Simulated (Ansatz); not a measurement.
**[PH2]− (SMILES [PH2-]) at 6 levels**

Wanted: a comparison of 6 runs (UHF/3-21G, BLYP/3-21G, HSE06/3-21G, wB97M-V/6-31G*, CCSDT/6-31G*, CCSD(T)/3-21G) of [PH2]−. 

The results are computed with Ansatz 0.2.0.

2 further runs of the same task are left out: 2 that didn't finish.

## 1. The molecule

[PH2]−: 3 atoms, total charge -1, spin state singlet. SMILES: `[PH2-]`. The H2–P1 distance was set to 2.690 Å, away from the relaxed value. At this shape a bond of the SMILES string is far longer than usual.

Bond lengths: P1–H3 1.345 Å.

## 2. A single-point energy at UHF/3-21G (run 1)

input.yaml

```yaml
crystal:
  periodic: [false, false, false]
  atoms:
    - {symbol: P, position_ang: [0.892262, -1.577420, 0.324972]}
    - {symbol: H, position_ang: [0.105590, 0.990220, 0.165130]}
    - {symbol: H, position_ang: [-0.211158, -1.980490, -0.330258]}
basis:
  gaussian:
    orbitals: 3-21G.json
magnetization:
  spin_polarized: true
  initial_magnetization: 0
total_charge: -1
hamiltonian:
  xc: hf
accuracy: high
```

The basis set 3-21G is read from a file made from the Basis Set Exchange's data (not shown).

Run with:

```
ansatz run input.yaml --threads 1 --pin off --max-ram 2610MiB --events-out events.jsonl --progress --plain --runs-dir runs
```

Log:

```text
Warning: RAYON_NUM_THREADS=1 ignored (pool sized by the plan → 1); use --threads N
Functional definition: HF
  name "HF"
  exchange = exact_x
  correlation = 0
317 factors; integrals over basis functions are off by at most 4.1e-9 eV
mean field evaluation 1: about -9251.0005 eV, gradient 8.7e0 eV
mean field evaluation 2: about -9251.0022 eV, gradient 8.6e0 eV
mean field evaluation 4: about -9251.6819 eV, gradient 7.2e-1 eV
mean field evaluation 8: about -9251.6881 eV, gradient 1.4e-4 eV
mean field evaluation 16: about -9251.7208 eV, gradient 2.8e-1 eV
mean field evaluation 32: about -9252.5993 eV, gradient 4.3e-1 eV
mean field evaluation 64: about -9252.3095 eV, gradient 1.4e0 eV
mean field evaluation 96: about -9251.6881 eV, gradient 2.2e-3 eV
mean field -9252.60925981 eV, -340.0271186543 hartree, gradient 1.0e-8 eV, S^2 0.809671; 7 other end points of the search recorded, 0 dependent functions left out
reference -9252.60925981 eV, -340.0271186543 hartree; 9, 9 occupied and 8, 8 virtual orbitals, 317 factors
Total energy: -9252.60925981 eV, -340.0271186543 hartree
```

Wall time 0.2 s (1 thread of Arm Neoverse V1, shared host).

## 3. The energy at BLYP/3-21G (run 2)

job.yaml

```yaml
crystal:
  periodic: [false, false, false]
  atoms:
    - {symbol: P, position_ang: [0.892262, -1.577420, 0.324972]}
    - {symbol: H, position_ang: [0.105590, 0.990220, 0.165130]}
    - {symbol: H, position_ang: [-0.211158, -1.980490, -0.330258]}
basis:
  gaussian:
    orbitals: 3-21G.json
total_charge: -1
hamiltonian:
  xc: {name: BLYP}
accuracy: high
```

The basis set 3-21G is read from a file made from the Basis Set Exchange's data (not shown).

Run with:

```
ansatz run job.yaml --threads 1 --pin off --max-ram 2610MiB --events-out events.jsonl --progress --plain --runs-dir runs
```

Log:

```text
Warning: RAYON_NUM_THREADS=1 ignored (pool sized by the plan → 1); use --threads N
Functional definition: BLYP
  name "BLYP"
  parameter beta = 0.0042
  parameter a = 0.04918
  parameter b = 0.132
  parameter c = 0.2533
  parameter d = 0.349
  exchange = b88_x(beta = beta)
  correlation = lyp_c(a = a, b = b, c = c, d = d)
317 factors; integrals over basis functions are off by at most 4.1e-9 eV
mean field evaluation 1: about -9267.2264 eV, gradient 1.9e1 eV
mean field evaluation 2: about -9253.7760 eV, gradient 4.1e1 eV
mean field evaluation 4: about -9269.4662 eV, gradient 6.6e0 eV
mean field evaluation 8: about -9269.7960 eV, gradient 2.3e-1 eV
mean field evaluation 16: about -9269.7892 eV, gradient 2.0e-5 eV
mean field -9269.78924118 eV, -340.6584713246 hartree, gradient 4.3e-8 eV, S^2 0.000000; 0 other end points of the search recorded, 0 dependent functions left out
reference -9269.78927672 eV, -340.6584726307 hartree; 9, 9 occupied and 8, 8 virtual orbitals, 317 factors
Total energy: -9269.78927672 eV, -340.6584726307 hartree
```

It took 0.51 s on 1 thread of Arm Neoverse V1, shared host.

Runs 3 to 5 aren't shown in full; the table further down has their settings and results.

## 4. A single-point energy at CCSD(T)/3-21G (run 6)

molecule.yaml

```yaml
crystal:
  periodic: [false, false, false]
  atoms:
    - {symbol: P, position_ang: [0.892262, -1.577420, 0.324972]}
    - {symbol: H, position_ang: [0.105590, 0.990220, 0.165130]}
    - {symbol: H, position_ang: [-0.211158, -1.980490, -0.330258]}
basis:
  gaussian: {orbitals: 3-21G.json}
total_charge: -1
correlation: {method: ccsd_t, frozen_orbitals: {H: 0, P: 5}}
accuracy: high
scf: {omitted_lower_state_checks: [cluster_reference, increment]}
```

The basis set 3-21G is read from a file made from the Basis Set Exchange's data (not shown).

Run with:

```
ansatz run molecule.yaml --threads 1 --pin off --max-ram 2610MiB --events-out events.jsonl --progress --plain --runs-dir runs
```

Log, cut to the lines that bear on the results:

```text
Warning: RAYON_NUM_THREADS=1 ignored (pool sized by the plan → 1); use --threads N
[... 2 set-up lines as earlier in the session ...]
[...]
317 factors; integrals over basis functions are off by at most 4.1e-9 eV
[...]
mean field -9251.68805172 eV, -339.9932648813 hartree, gradient 5.7e-8 eV, S^2 0.000000; 0 other end points of the search recorded, 0 dependent functions left out; unrestricted orbitals would lower it
5 core orbitals not correlated: weight in the atoms' cores, before any rotation towards them, 1.000 or more for the frozen orbitals, at most 0.000 for the correlated occupied ones
reference -9251.68805172 eV, -339.9932648813 hartree; 4, 4 occupied and 8, 8 virtual orbitals, 317 factors
second order -1.85132071 eV of doubles, -0.00000000 eV of singles
cycle   1  -2.27447987 eV  change   -4.2e-1 eV  update   1.1e-1
[...]
cycle  24  -2.77142322 eV  change  -1.1e-10 eV  update  5.5e-11
perturbative correction -0.09573535 eV, -0.0035182091 hartree
Total energy: -9254.55521029 eV, -340.0986310152 hartree
Checks for a lower state left out: cluster_reference, increment
```

It took 0.18 s on 1 thread of Arm Neoverse V1, shared host.

## 5. All runs side by side

| run | level | frozen core orbitals | energy (Eh) | wall time |
| --- | --- | --- | --- | --- |
| 1 | UHF/3-21G | – | -340.027119 | 0.2 s |
| 2 | BLYP/3-21G | – | -340.658473 | 0.51 s |
| 3 | HSE06/3-21G | – | -340.522022 | 0.68 s |
| 4 | wB97M-V/6-31G* (spherical functions) | – | -342.355631 | 7.5 s |
| 5 | CCSDT/6-31G* (spherical functions) | 5 | -341.868952 | 0.62 s |
| 6 | CCSD(T)/3-21G | 5 | -340.098631 | 0.18 s |

## 6. Results

```
                                          quantity          value
                               run 6: total energy  -340.09863 Eh
run 6: correlation energy (5 core orbitals frozen)     -105.4 mEh
                             run 6: (T) correction      -3.52 mEh
                              run 6: T1 diagnostic          0.055
```

In words: Totals of different functionals can't be ranked against each other. In run 6 the T1 diagnostic is large, so a single reference may not serve. In runs 5, 6 the log says that unrestricted orbitals would lower the reference, so the values rest on an unstable closed-shell determinant (other closed-shell runs at this shape may share the fault). Spin contamination of the reference: run 1 ⟨S²⟩ = 0.81. Where it is this large, the reference is a mixture of spin states, and values that rest on it are in doubt. All runs together took 9.7 s, the longest 7.5 s.
